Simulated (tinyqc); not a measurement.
Worked calculation (part 2 of 2): RKS/exchange-only LDA in the sto-3g basis, for BH2+, spin multiplicity 1. Computed by tinyqc, a small Python program that keeps every step (integrals from PySCF). Command: `OMP_NUM_THREADS=1 python tinyqc.py 23664 23665 out.jsonl` (the two numbers bound the seeds that draw the settings). One thread of a shared host (Intel(R) Xeon(R) Processor @ 2.60GHz), about 0.6 s of CPU time with the checks.

Geometry (angstrom):
```
atom         x          y         z
B     0.000000   0.000000  0.000000
H     0.000000   1.070000  0.505000
H     0.000000  -1.153000  0.544000
```

## Iteration 2: DIIS over 2 matrices

error matrix X^T (FDS - SDF) X:
$$\begin{pmatrix}
0.000000 & -0.002814 & -0.222038 & 0.000000 & 0.155721 & 0.153794 & 0.356841 \\
0.002814 & 0.000000 & -0.114198 & 0.000000 & 0.077465 & -0.423033 & 0.141367 \\
0.222038 & 0.114198 & 0.000000 & 0.000000 & 0.096255 & 0.005490 & -0.003117 \\
0.000000 & 0.000000 & 0.000000 & 0.000000 & 0.000000 & 0.000000 & 0.000000 \\
-0.155721 & -0.077465 & -0.096255 & 0.000000 & 0.000000 & -0.011358 & 0.044467 \\
-0.153794 & 0.423033 & -0.005490 & 0.000000 & 0.011358 & 0.000000 & 0.001197 \\
-0.356841 & -0.141367 & 0.003117 & 0.000000 & -0.044467 & -0.001197 & 0.000000
\end{pmatrix}$$

B (overlaps of the stored error matrices):
$$\begin{pmatrix}
2.7996849e+00 & -1.4845695e+00 \\
-1.4845695e+00 & 9.0788494e-01
\end{pmatrix}$$

Minimise |sum c_i e_i|^2 with sum c_i = 1: solve [B -1; -1 0][c; lambda] = [0; -1] with B_ij = tr e_i^T e_j, and take F = sum c_i F_i.

DIIS coefficients: [0.358328, 0.641672]

extrapolated F (hartree), order 1B 1s, 1B 2s, 1B 2px, 1B 2py, 1B 2pz, 2H 1s, 3H 1s:
$$\begin{pmatrix}
-6.607354 & -2.013659 & 0.000000 & -0.001044 & 0.011072 & -0.514125 & -0.417946 \\
-2.013659 & -1.195217 & 0.000000 & -0.011083 & -0.001692 & -0.550362 & -0.482514 \\
0.000000 & 0.000000 & -0.364662 & 0.000000 & 0.000000 & 0.000000 & 0.000000 \\
-0.001044 & -0.011083 & 0.000000 & -0.465593 & -0.005720 & -0.348568 & 0.320115 \\
0.011072 & -0.001692 & 0.000000 & -0.005720 & -0.381714 & -0.156699 & -0.145240 \\
-0.514125 & -0.550362 & 0.000000 & -0.348568 & -0.156699 & -0.520740 & -0.114539 \\
-0.417946 & -0.482514 & 0.000000 & 0.320115 & -0.145240 & -0.114539 & -0.463577
\end{pmatrix}$$

## Iteration 2: diagonalisation and new density

X, order 1B 1s, 1B 2s, 1B 2px, 1B 2py, 1B 2pz, 2H 1s, 3H 1s:
$$\begin{pmatrix}
0.291390 & 0.161644 & 0.787297 & 0.000000 & -0.565064 & -0.025568 & 0.206964 \\
-1.122927 & -0.500021 & -0.286920 & 0.000000 & -0.239413 & -0.051709 & 0.466002 \\
0.000000 & 0.000000 & 0.000000 & 1.000000 & 0.000000 & 0.000000 & 0.000000 \\
-0.551687 & 1.015790 & -0.006721 & 0.000000 & 0.008354 & 0.580925 & 0.056152 \\
-0.444577 & -0.199746 & 0.608490 & 0.000000 & 0.710377 & -0.022177 & 0.176253 \\
1.181781 & -0.424732 & -0.185033 & 0.000000 & 0.141192 & 0.339548 & 0.396621 \\
0.330472 & 1.104320 & -0.200075 & 0.000000 & 0.149419 & -0.427443 & 0.313480
\end{pmatrix}$$

Diagonalise F' = X^T F X, C = X C', fill 3 alpha and 3 beta electrons from the bottom; D = 2 C_occ C_occ^T. Each column has its largest component positive (the first on a tie).

F' = X^T F X (hartree):
$$\begin{pmatrix}
0.073739 & -0.078446 & -0.363894 & 0.000000 & 0.219699 & 0.011981 & -0.082975 \\
-0.078446 & 0.095673 & -0.250459 & 0.000000 & 0.173006 & -0.009145 & -0.077032 \\
-0.363894 & -0.250459 & -3.220878 & 0.000000 & 2.585033 & 0.169173 & -1.574463 \\
0.000000 & 0.000000 & 0.000000 & -0.364662 & 0.000000 & 0.000000 & 0.000000 \\
0.219699 & 0.173006 & 2.585033 & 0.000000 & -2.787547 & -0.163805 & 1.520632 \\
0.011981 & -0.009145 & 0.169173 & 0.000000 & -0.163805 & -0.579882 & 0.096238 \\
-0.082975 & -0.077032 & -1.574463 & 0.000000 & 1.520632 & 0.096238 & -1.625723
\end{pmatrix}$$

orbital energies (hartree): MO1 -6.618231, MO2 -0.686833, MO3 -0.570290, MO4 -0.410832, MO5 -0.364662, MO6 0.074852, MO7 0.166715

coefficients C, order 1B 1s, 1B 2s, 1B 2px, 1B 2py, 1B 2pz, 2H 1s, 3H 1s:
$$\begin{pmatrix}
0.986355 & -0.260351 & 0.032443 & 0.099067 & 0.000000 & 0.191612 & 0.073464 \\
0.052565 & 0.715245 & -0.111866 & -0.410403 & 0.000000 & -0.993063 & -0.434742 \\
0.000000 & 0.000000 & 0.000000 & 0.000000 & 1.000000 & 0.000000 & 0.000000 \\
0.001062 & 0.062583 & 0.607027 & -0.017574 & 0.000000 & 0.351327 & -1.086641 \\
0.002604 & 0.036060 & 0.013484 & 0.871249 & 0.000000 & -0.575524 & -0.228493 \\
-0.011969 & 0.317291 & 0.338462 & 0.192253 & 0.000000 & 0.533010 & 1.169335 \\
-0.010754 & 0.224530 & -0.385961 & 0.210623 & 0.000000 & 1.080085 & -0.511493
\end{pmatrix}$$

D after iteration 2, order 1B 1s, 1B 2s, 1B 2px, 1B 2py, 1B 2pz, 2H 1s, 3H 1s:
$$\begin{pmatrix}
2.083465 & -0.275992 & 0.000000 & 0.008895 & -0.012765 & -0.166864 & -0.163172 \\
-0.275992 & 1.053705 & 0.000000 & -0.046174 & 0.048841 & 0.376898 & 0.406409 \\
0.000000 & 0.000000 & 0.000000 & 0.000000 & 0.000000 & 0.000000 & 0.000000 \\
0.008895 & -0.046174 & 0.000000 & 0.744800 & 0.020889 & 0.450600 & -0.440497 \\
-0.012765 & 0.048841 & 0.000000 & 0.020889 & 0.002978 & 0.031948 & 0.005729 \\
-0.166864 & 0.376898 & 0.000000 & 0.450600 & 0.031948 & 0.430746 & -0.118526 \\
-0.163172 & 0.406409 & 0.000000 & -0.440497 & 0.005729 & -0.118526 & 0.398991
\end{pmatrix}$$

## Iteration 8 (converged): orbitals

converged F (hartree), order 1B 1s, 1B 2s, 1B 2px, 1B 2py, 1B 2pz, 2H 1s, 3H 1s:
$$\begin{pmatrix}
-6.652768 & -2.025631 & 0.000000 & -0.001148 & 0.004717 & -0.517394 & -0.420598 \\
-2.025631 & -1.221065 & 0.000000 & -0.010195 & -0.023772 & -0.565420 & -0.498316 \\
0.000000 & 0.000000 & -0.388675 & 0.000000 & 0.000000 & 0.000000 & 0.000000 \\
-0.001148 & -0.010195 & 0.000000 & -0.488242 & -0.004994 & -0.361470 & 0.335491 \\
0.004717 & -0.023772 & 0.000000 & -0.004994 & -0.412975 & -0.170836 & -0.159639 \\
-0.517394 & -0.565420 & 0.000000 & -0.361470 & -0.170836 & -0.562274 & -0.117750 \\
-0.420598 & -0.498316 & 0.000000 & 0.335491 & -0.159639 & -0.117750 & -0.520182
\end{pmatrix}$$

As before.

F' = X^T F X (hartree):
$$\begin{pmatrix}
0.025681 & -0.086210 & -0.354114 & 0.000000 & 0.224367 & 0.007843 & -0.085731 \\
-0.086210 & 0.046739 & -0.243962 & 0.000000 & 0.174033 & 0.008511 & -0.080496 \\
-0.354114 & -0.243962 & -3.254555 & 0.000000 & 2.599486 & 0.168759 & -1.585978 \\
0.000000 & 0.000000 & 0.000000 & -0.388675 & 0.000000 & 0.000000 & 0.000000 \\
0.224367 & 0.174033 & 2.599486 & 0.000000 & -2.814920 & -0.161141 & 1.510337 \\
0.007843 & 0.008511 & 0.168759 & 0.000000 & -0.161141 & -0.614955 & 0.100800 \\
-0.085731 & -0.080496 & -1.585978 & 0.000000 & 1.510337 & 0.100800 & -1.668224
\end{pmatrix}$$

orbital energies (hartree): MO1 -6.663616, MO2 -0.720341, MO3 -0.604546, MO4 -0.431745, MO5 -0.388675, MO6 0.014448, MO7 0.125566

coefficients C, order 1B 1s, 1B 2s, 1B 2px, 1B 2py, 1B 2pz, 2H 1s, 3H 1s:
$$\begin{pmatrix}
0.986380 & -0.253113 & 0.022066 & 0.115436 & 0.000000 & 0.193928 & 0.072291 \\
0.052617 & 0.685342 & -0.077562 & -0.456319 & 0.000000 & -1.000104 & -0.428422 \\
0.000000 & 0.000000 & 0.000000 & 0.000000 & 1.000000 & 0.000000 & 0.000000 \\
0.001104 & 0.049222 & 0.580825 & -0.002427 & 0.000000 & 0.353814 & -1.100890 \\
0.003870 & 0.094024 & -0.001650 & 0.869348 & 0.000000 & -0.574990 & -0.220822 \\
-0.012262 & 0.322195 & 0.356945 & 0.171929 & 0.000000 & 0.545107 & 1.160046 \\
-0.010995 & 0.250968 & -0.412332 & 0.184673 & 0.000000 & 1.070479 & -0.508836
\end{pmatrix}$$

D after iteration 8, order 1B 1s, 1B 2s, 1B 2px, 1B 2py, 1B 2pz, 2H 1s, 3H 1s:
$$\begin{pmatrix}
2.074999 & -0.246560 & 0.000000 & 0.002894 & -0.040037 & -0.171542 & -0.166935 \\
-0.246560 & 0.956957 & 0.000000 & -0.022516 & 0.129541 & 0.384967 & 0.406804 \\
0.000000 & 0.000000 & 0.000000 & 0.000000 & 0.000000 & 0.000000 & 0.000000 \\
0.002894 & -0.022516 & 0.000000 & 0.679563 & 0.007348 & 0.446336 & -0.454303 \\
-0.040037 & 0.129541 & 0.000000 & 0.007348 & 0.017716 & 0.059316 & 0.048469 \\
-0.171542 & 0.384967 & 0.000000 & 0.446336 & 0.059316 & 0.462739 & -0.132368 \\
-0.166935 & 0.406804 & 0.000000 & -0.454303 & 0.048469 & -0.132368 & 0.466247
\end{pmatrix}$$

## Convergence

Stop when the energy changes by less than 1e-10 hartree and every element of the error matrix X^T (F D S - S D F) X is below 3e-06.

Course of the cycle:
```
iteration   E (hartree)     change  largest element of the error matrix
1          -23.59412944          -                             7.28e-01
2          -24.37261888  -7.78e-01                             4.23e-01
3          -24.55761549  -1.85e-01                             7.17e-02
4          -24.56495791  -7.34e-03                             5.68e-03
5          -24.56503441  -7.65e-05                             4.05e-04
6          -24.56503471  -3.03e-07                             1.77e-04
7          -24.56503475  -4.48e-08                             5.26e-06
8          -24.56503476  -4.43e-11                             1.29e-06
```

PySCF RKS in the same basis, fine grid = -24.60692601 hartree

Converged in 8 iterations. The coarse grid moves the energy by +4.19e-02 hartree.

## Populations, bond orders and dipole

overlap S, order 1B 1s, 1B 2s, 1B 2px, 1B 2py, 1B 2pz, 2H 1s, 3H 1s:
$$\begin{pmatrix}
1.000000 & 0.269328 & 0.000000 & 0.000000 & 0.000000 & 0.067538 & 0.054819 \\
0.269328 & 1.000000 & 0.000000 & 0.000000 & 0.000000 & 0.479390 & 0.432960 \\
0.000000 & 0.000000 & 1.000000 & 0.000000 & 0.000000 & 0.000000 & 0.000000 \\
0.000000 & 0.000000 & 0.000000 & 1.000000 & 0.000000 & 0.443537 & -0.414492 \\
0.000000 & 0.000000 & 0.000000 & 0.000000 & 1.000000 & 0.209333 & 0.195562 \\
0.067538 & 0.479390 & 0.000000 & 0.443537 & 0.209333 & 1.000000 & 0.081698 \\
0.054819 & 0.432960 & 0.000000 & -0.414492 & 0.195562 & 0.081698 & 1.000000
\end{pmatrix}$$

Mulliken: Z minus the diagonal of D S on the atom; Loewdin: the same with S^(1/2) D S^(1/2); Mayer order: 2 sum_s sum (D(s) S)_ij (D(s) S)_ji over the two atoms.

Charges (e):
```
atom  Mulliken   Loewdin
1B    0.655467  0.750721
2H    0.164728  0.114154
3H    0.179805  0.135125
```

Mayer bond orders:
```
pair     order
2-1   0.961586
3-1   0.956392
3-2   0.011278
```

dipole moment about the origin, x y z (debye): [0.000000, -0.122219, -0.206113]
